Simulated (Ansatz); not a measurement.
A made-up structure of BSiH3Cl, doublet:

```csv
atom,x (Å),y (Å),z (Å)
Si1,-0.6833,0.4583,-0.4774
B2,0.7627,-0.3279,0.5416
Cl3,0.9583,-2.0672,0.6019
H4,-1.6791,-0.3277,-1.2417
H5,-0.9016,1.9208,-0.5679
H6,-0.1008,-0.6805,-1.0939
```

It is relaxed with PBE-D4/def2-SVP and then PBE0-D4/def2-TZVP (Ansatz 0.2.0). Atoms count as bonded within 1.22 times the sum of their covalent radii (H–H: 0.88 Å). The end point is not checked to be a true minimum.

**Question.** Does its bonding change? (A judgement: the text doesn't fix the answer.)

**Answer.** Computed: No: no bond forms or breaks.

Where it ends: The first stage lowers the energy by 2.03 eV in 15 steps. It ends as BSiH₃Cl ([SiH3][B][Cl]):
```
6
angstrom
Si -0.5542 0.2216 -0.7827
B 0.7630 -0.6495 0.4368
Cl 0.7115 -2.0411 1.4237
H -1.8826 -0.4468 -0.8955
H -0.7533 1.6106 -0.2888
H 0.0719 0.2810 -2.1308
```

Labels in which every atom is bracketed show which atoms are joined, not bond orders.

For scale, one of the runs: PBE0-D4/def2-TZVP relaxation, 123 basis functions, launched by `ansatz run in.yaml --threads 2 --pin off --events-out ev --progress --plain --max-ram 4352MiB`. Hardware: 2 CPU threads of an Intel Xeon Platinum 8259CL, shared host. Wall time about 37 s.
